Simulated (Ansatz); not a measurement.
The input, for Ansatz 0.2.0:

```yaml
crystal:
  periodic: [false, false, false]
  atoms:
    - {symbol: C, position_ang: [0.084984, -0.563256, 1.115921]}
    - {symbol: B, position_ang: [-0.079890, 0.537204, 2.126759]}
    - {symbol: Ge, position_ang: [-0.003270, 0.003621, -0.476149]}
    - {symbol: H, position_ang: [0.079839, 0.688907, -1.793693]}
basis:
  gaussian: {orbitals: cc-pVDZ}
magnetization: {spin_polarized: false}
correlation: {method: bccd_t, electrons: outside_noble_gas}
accuracy: high
output: {forces: true}
```

```sh
$ ansatz run in.yaml --threads 1 --pin off --events-out ev --progress --plain --max-ram 2393MiB
```

Output:

```
1276 factors; integrals over basis functions are off by at most 4.4e-9 eV
mean field evaluation 1: about -58179.9134 eV, gradient 3.4e1 eV
mean field evaluation 2: about -58179.9895 eV, gradient 3.4e1 eV
mean field evaluation 4: about -58183.7449 eV, gradient 3.7e0 eV
mean field evaluation 8: about -58183.8898 eV, gradient 3.8e-1 eV
mean field evaluation 16: about -58183.8955 eV, gradient 1.3e-7 eV
mean field evaluation 32: about -58182.0590 eV, gradient 1.8e1 eV
mean field evaluation 64: about -58177.8418 eV, gradient 3.4e-2 eV
mean field -58183.89550510 eV, -2138.2187213516 hartree, gradient 1.9e-8 eV, S^2 0.000000; 2 other end points of the search recorded, 0 dependent functions left out; unrestricted orbitals would lower it
mean field evaluation 96: about -58184.2305 eV, gradient 5.6e-1 eV
16 core orbitals not correlated: weight in the atoms' cores, before any rotation towards them, 0.999 or more for the frozen orbitals, at most 0.001 for the correlated occupied ones
reference -58183.89550510 eV, -2138.2187213516 hartree; 6, 6 occupied and 38, 38 virtual orbitals, 1276 factors
second order -7.98881166 eV of doubles, -0.00000000 eV of singles
cycle   1  -8.01178820 eV  change   -2.3e-2 eV  update   1.4e-1
cycle   2  -8.42409230 eV  change   -4.1e-1 eV  update   6.0e-2
...
cycle  24  -8.59454620 eV  change    4.0e-8 eV  update   8.0e-8
cycle  25  -8.59454613 eV  change    7.2e-8 eV  update   5.7e-8
cycle  26  -8.59454585 eV  change    2.8e-7 eV  update   2.0e-7
cycle  27  -8.59454582 eV  change    3.1e-8 eV  update   9.2e-8
cycle  28  -8.59454576 eV  change    5.8e-8 eV  update   4.3e-8
cycle  29  -8.59454573 eV  change    2.9e-8 eV  update   2.8e-8
cycle  30  -8.59454574 eV  change   -2.8e-9 eV  update   1.3e-8
cycle  31  -8.59454574 eV  change    2.0e-9 eV  update   6.4e-9
cycle  32  -8.59454574 eV  change   -2.8e-9 eV  update   3.1e-9
cycle  33  -8.59454574 eV  change   3.2e-11 eV  update   1.5e-9
perturbative correction -0.65927053 eV, -0.0242277452 hartree
the calculation of the forces begins
Total energy: -58193.14932137 eV, -2138.5587928271 hartree
Atom 0 at     0.084984    -0.563256     1.115921 Å, force     0.126807    -0.967009     1.491395 eV/Å
Atom 1 at    -0.079890     0.537204     2.126759 Å, force    -0.050778     0.353965     0.449568 eV/Å
Atom 2 at    -0.003270     0.003621    -0.476149 Å, force    -0.106136     0.202535    -1.133249 eV/Å
Atom 3 at     0.079839     0.688907    -1.793693 Å, force     0.030107     0.410509    -0.807715 eV/Å
Dipole moment:     0.002321    -0.008931    -1.053663 e Å
```

Forces (eV/Å):
```
C    0.127 -0.967  1.491
B   -0.051  0.354  0.450
Ge  -0.106  0.203 -1.133
H    0.030  0.411 -0.808
```

The singles that turn the determinant into the Brueckner one have T1 = 0.047.

Ran on 1 thread of Arm Neoverse V1, shared host: 15 s wall, 0.27 GiB peak host memory.
